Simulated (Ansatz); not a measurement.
in.yaml

```yaml
crystal:
  periodic: [false, false, false]
  atoms:
    - {symbol: N, position_ang: [-0.140612, -0.031601, -0.049186]}
    - {symbol: H, position_ang: [-0.437892, 0.936233, -0.049186]}
    - {symbol: H, position_ang: [-0.437891, -0.433900, 0.831073]}
    - {symbol: H, position_ang: [0.947388, -0.031600, -0.049187]}
    - {symbol: H, position_ang: [1.882388, -0.031600, -0.049187]}
basis:
  gaussian: {orbitals: 6-31G}
magnetization: {spin_polarized: false, initial_magnetization: 1}
correlation: {method: fci, electrons: outside_noble_gas}
```

```sh
$ ansatz run in.yaml --threads 1 --pin off --events-out ev --progress --plain --max-ram 2393MiB
```

Log:

```
393 factors; integrals over basis functions are off by at most 5.4e-8 eV
mean field evaluation 1: about -1539.1062 eV, gradient 2.3e1 eV
mean field evaluation 2: about -1539.1050 eV, gradient 2.3e1 eV
mean field evaluation 4: about -1540.4259 eV, gradient 2.6e0 eV
mean field evaluation 8: about -1540.4991 eV, gradient 6.0e-2 eV
mean field evaluation 16: about -1539.8497 eV, gradient 8.3e0 eV
mean field -1540.49912132 eV, -56.6122985209 hartree, gradient 1.9e-6 eV, S^2 0.750000; 1 other end points of the search recorded, 0 dependent functions left out
mean field evaluation 32: about -1540.6855 eV, gradient 1.4e-1 eV
1 core orbitals not correlated: weight in the atoms' cores, before any rotation towards them, 1.000 or more for the frozen orbitals, at most 0.000 for the correlated occupied ones
reference -1540.49912132 eV, -56.6122985209 hartree; 5, 4 occupied and 11, 12 virtual orbitals, 393 factors
state -1544.43331179 eV, -56.7568773536 hartree
Total energy: -1544.43331179 eV, -56.7568773536 hartree
```

Natural occupations: 1.9836 1.9715 1.9677 1.9641 1.0004 0.0267 0.0266 0.0248 0.0166 0.0049 0.0045 0.0040 0.0022 0.0009 0.0009 0.0006.

Ran on 1 thread of Arm Neoverse V1, shared host: 28 s wall, 0.46 GiB peak host memory.
